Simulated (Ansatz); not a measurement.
# H5OPSi: basis-set convergence

How large a basis does H5OPSi need? Two functionals are run in growing sets.

Program: Ansatz 0.2.0, Gaussian basis. Level of theory: one geometry, several basis sets. These are calculated values, not measurements.

Levels to be run: PBE0-D4/def2-SVP; ωB97M-V/def2-SVP; PBE0-D4/def2-QZVPP; ωB97M-V/def2-QZVPP; the functionals' def2-TZVPP values are taken from earlier runs.

## (1) Structure used throughout

All runs share one geometry, relaxed beforehand with PBE0-D4 in a triple-zeta def2 set.

SMILES `OP[SiH3]`, 8 atoms, charge 0, spin multiplicity 1.

Atoms are counted from 1 here; the program's logs count them from 0.

Bond lengths: O1–P2 1.666 Å, O1–H4 0.960 Å, P2–Si3 2.260 Å, P2–H5 1.427 Å, Si3–H6 1.489 Å, Si3–H7 1.487 Å, Si3–H8 1.486 Å. Angles: P2–O1–H4 109.1°, O1–P2–Si3 99.0°, O1–P2–H5 99.5°, Si3–P2–H5 92.7°, P2–Si3–H6 106.5°, P2–Si3–H7 112.7°, P2–Si3–H8 109.2°, H6–Si3–H7 109.8°, H6–Si3–H8 109.3°, H7–Si3–H8 109.3°.

## (2) PBE0-D4 in def2-SVP

in.yaml reads:

```yaml
crystal:
  periodic: [false, false, false]
  atoms:
    - {symbol: O, position_ang: [-1.125599, 0.275021, -1.485269]}
    - {symbol: P, position_ang: [-0.452817, 1.099005, -0.203017]}
    - {symbol: Si, position_ang: [0.556089, -0.632694, 0.841879]}
    - {symbol: H, position_ang: [-1.980824, 0.659263, -1.692425]}
    - {symbol: H, position_ang: [0.764430, 1.528986, -0.810590]}
    - {symbol: H, position_ang: [1.503427, -0.038575, 1.824349]}
    - {symbol: H, position_ang: [1.294056, -1.517585, -0.097310]}
    - {symbol: H, position_ang: [-0.466761, -1.430621, 1.566484]}
basis:
  gaussian: {orbitals: def2-SVP}
hamiltonian: {xc: pbe0, dispersion: d4}
output: {orbitals: {seedname: orbitals}}
```

Launch:

```console
$ ansatz run in.yaml --threads 2 --pin off --events-out ev --progress --plain --max-ram 4352MiB
```

After this run come: ωB97M-V in def2-SVP; PBE0-D4 in def2-QZVPP; ωB97M-V in def2-QZVPP.

Before running them: what should the planned runs give, taken together? Wanted: PBE0-D4: double and triple zeta above quadruple; ωB97M-V: double and triple zeta above quadruple.

**Answer**, as computed:

```
                                       quantity          value
PBE0-D4: double and triple zeta above quadruple  9.53, 0.70 eV
ωB97M-V: double and triple zeta above quadruple  9.61, 0.66 eV
```

**Reading.** For PBE0-D4 the step from double to triple zeta gains 8.83 eV and the next only 0.70 eV. Total energies overstate the basis error of differences, where much of it tends to cancel. The LUMO of ωB97M-V is positive and keeps falling with the basis (1.83 to 0.92 eV): an unbound level that the basis holds in place.
